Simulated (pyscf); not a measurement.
## Hydrogen abstraction: H₃C–Ga(OH)–OH + H• -> •H₂C–Ga(OH)–OH + H₂

Gas phase, doublet surface, charge 0. Bonds broken: C1–H5. Bonds formed: H5–H10. Single points on ωB97X-D3(BJ)/def2-SVP structures (PySCF, gas phase).

Transition state (Å):

```xyz
10

C      0.6333     1.0139     1.1779
Ga     0.7767    -0.8233     0.5556
O     -0.2631    -2.1553     1.1146
O      1.9263    -1.3800    -0.6842
H     -0.3014     1.5927     0.3577
H      1.4955     1.6752     1.0141
H      0.1787     1.1814     2.1643
H     -0.9109    -1.9174     1.7854
H      2.5232    -0.7059    -1.0238
H     -0.9229     2.0835    -0.1405
```

One imaginary mode, 1450i cm⁻¹; descent along it reached the two sides named.

| bond | change | reactant side (Å) | saddle | product side |
|---|---|---|---|---|
| C1–H5 | breaks | 1.102 | 1.372 | 3.2 |
| H5–H10 | forms | 3.1 | 0.936 | 0.761 |

Electronic energies relative to the separated reactants (eV):

| level | barrier | reaction energy | reverse barrier |
|---|---|---|---|
| ωB97X-D3(BJ)/def2-TZVP | 0.59 | -0.01 | 0.60 |
| PBE/def2-TZVP | 0.38 | +0.04 | 0.34 |
| r²SCAN/def2-TZVP | 0.32 | -0.17 | 0.49 |
| B3LYP-D3(BJ)/def2-TZVP | 0.36 | -0.15 | 0.51 |
| PBE0-D3(BJ)/def2-TZVP | 0.48 | +0.04 | 0.44 |
| M06-2X/def2-TZVP | 0.65 | -0.03 | 0.69 |
| ωB97M-D3(BJ)/def2-TZVP | 0.60 | -0.01 | 0.60 |
| HF/def2-TZVP | 1.02 | -0.15 | 1.17 |

With ωB97M-D3(BJ)/def2-TZVP energies and thermal terms (ideal gas, 1 atm, RRHO with modes under 100 cm⁻¹ raised to 100, one conformer, R ln 2 for chiral ones without a mode under 150 cm⁻¹), in eV:

| T (K) | ΔH‡ | ΔG‡ | ΔH | ΔG |
|---|---|---|---|---|
| 298 | 0.48 | 0.78 | -0.07 | -0.13 |
| 600 | 0.47 | 1.09 | -0.06 | -0.19 |
| 900 | 0.47 | 1.41 | -0.06 | -0.25 |
| 1200 | 0.47 | 1.72 | -0.08 | -0.31 |

This is the saddle that the search found; another between the same sides may lie lower. The angle at the transferred H is 173°. Elements up to Kr have no core potential and no relativistic terms here.
